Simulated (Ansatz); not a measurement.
# NaH₂− (singlet): the correlation ladder at angle H2–Na1–H3 = 124.1°, aug-cc-pVTZ

How much of the correlation energy of NaH₂− (singlet) does each wave-function method recover here?

Program: Ansatz 0.2.0, Gaussian basis. Level of theory: aug-cc-pVTZ, core rule «outside noble gas», up to 5 orbitals frozen. These are calculated values, not measurements.

Plan: UHF; CCSD(T) on RHF; BCCD(T) on RHF; CCSDT(Q) on RHF; Full CI.

17 further runs of the same task are left out: 7 for a known fault of the program, 8 that didn't finish, 2 set aside as unsound or not needed. Runs told in other sessions of the task aren't counted.

## (1) What is computed

The geometry derives from a PBE0/def2-TZVPD stationary point (not a proven minimum). One angle is set to the value named; bond lengths are kept.

3 atoms, charge -1, spin multiplicity 1.

Atoms are counted from 1 here; the program's logs count them from 0.

Bond lengths: Na1–H2 2.066 Å, Na1–H3 2.066 Å. Angles: H2–Na1–H3 124.1°.

## (2) UHF

Contents of in.yaml:

```yaml
crystal:
  periodic: [false, false, false]
  atoms:
    - {symbol: Na, position_ang: [-0.078055, 0.000000, 0.000000]}
    - {symbol: H, position_ang: [0.890168, 0.000000, -1.824803]}
    - {symbol: H, position_ang: [0.890168, 0.000000, 1.824803]}
basis:
  gaussian: {orbitals: aug-cc-pVTZ}
total_charge: -1
magnetization: {spin_polarized: true, initial_magnetization: 0}
hamiltonian: {xc: hf}
output: {orbitals: {seedname: orbitals}}
```

Run with:

```
> ansatz run in.yaml --threads 1 --pin off --events-out ev --progress --plain --max-ram 2393MiB
```

Further steps of the session: CCSD(T) on RHF; BCCD(T) on RHF; CCSDT(Q) on RHF; Full CI.

Q: Predict the results of all the runs planned. Wanted: FCI from the RHF energy; RMP2 from FCI; RCCSD from FCI; RCCSD(T) from FCI; RCCSDT(Q) from FCI; T1 diagnostic; effectively unpaired electrons.

**Answer**, as computed:

| quantity | value |
| --- | --- |
| FCI from the RHF energy | -2.0463 eV |
| RMP2 from FCI | +11.24 kcal/mol |
| RCCSD from FCI | +0.30 kcal/mol |
| RCCSD(T) from FCI | +0.10 kcal/mol |
| RCCSDT(Q) from FCI | 0.00 kcal/mol |
| levels within 1 kcal/mol (43 meV) | RCCSD, RCCSD(T), BCCD(T), RCCSDT, RCCSDT(Q) |
| T1 diagnostic | 0.015 |
| effectively unpaired electrons | 0.06 |

RCCSD(T) lands +0.10 kcal/mol from the yardstick (0.2 % of the correlation energy). One determinant dominates. These misses are within one basis, not against nature.
